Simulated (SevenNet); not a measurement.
## hcp Y

All values below come from the machine-learned potential SevenNet-0 (trained on PBE and PBE+U data).

Cell (relaxed at this level):

```cif
data_Y2
_chemical_formula_sum 'Y2'
_space_group_name_H-M_alt 'P 1'
_space_group_IT_number 1
_cell_length_a 3.58491
_cell_length_b 3.58491
_cell_length_c 5.84771
_cell_angle_alpha 90.000
_cell_angle_beta 90.000
_cell_angle_gamma 120.000
loop_
_space_group_symop_operation_xyz
  'x, y, z'
loop_
_atom_site_label
_atom_site_type_symbol
_atom_site_fract_x
_atom_site_fract_y
_atom_site_fract_z
_atom_site_occupancy
Y1 Y 0.66667 0.33333 0.75000 1
Y2 Y 0.33333 0.66667 0.25000 1
```

For hcp Y, the lattice constant a comes out as 3.585 Å and the lattice parameter c comes out as 5.848 Å. The equilibrium volume per atom is 32.54 Å³/atom.

Measured, for comparison: lattice constant a 3.648 Å, lattice parameter c 5.732 Å (293 K, no zero-point or thermal correction; as tabulated in Wikipedia's data pages). Computed (rounded) less measured: lattice constant a -1.7 %, lattice parameter c +2.0 %. A static lattice is as a rule a little smaller and stiffer than an uncorrected measurement, which narrows the difference in the lattice constant a and would widen misses of the other sign.

A machine-learned potential is trained on density-functional data: it inherits that level's misses and adds fitting errors of its own.
